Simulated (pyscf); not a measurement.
Routes from H₃Si–AsH–AsH₂

Candidate steps break at most two bonds and form at most two. Each was searched with GFN2-xTB (tblite) first. Optimised with ωB97X-D3(BJ)/def2-SVP in PySCF. Energies: ωB97M-D3(BJ)/def2-TZVP, kcal/mol, from the reactant's lowest minimum found, singlet surface; ΔG‡ with ideal gas, 1 atm, RRHO with modes under 100 cm⁻¹ raised to 100, one conformer, R ln 2 for chiral ones without a mode under 150 cm⁻¹.

| products | type | ΔE‡ | ΔE | ΔG‡ 298 K | ΔG‡ 900 K | ν‡ (cm⁻¹) |
|---|---|---|---|---|---|---|
| HAs=AsH + SiH₄ | elimination | 53.8 | +25.7 | 53.7 | 57.4 | 714i |
| H₂As–AsH₂ + SiH₂ [singlet] | 1,1-elimination | 56.7 | +62.4 | – | – | 350i |

A dash marks a saddle under its separated products, where this table gives no free-energy barrier. Row 2: On the product side the descent ends in an adduct with a As–Si contact, 13.8 kcal/mol under the separated species and 2.4 kcal/mol under the saddle at ωB97X-D3(BJ)/def2-TZVP. 

Plain bond fissions and candidates not yet searched are not listed, and one of them may be faster. Each barrier is that of the saddle found; lower ones may exist. Elements up to Kr have no core potential and no relativistic terms here.
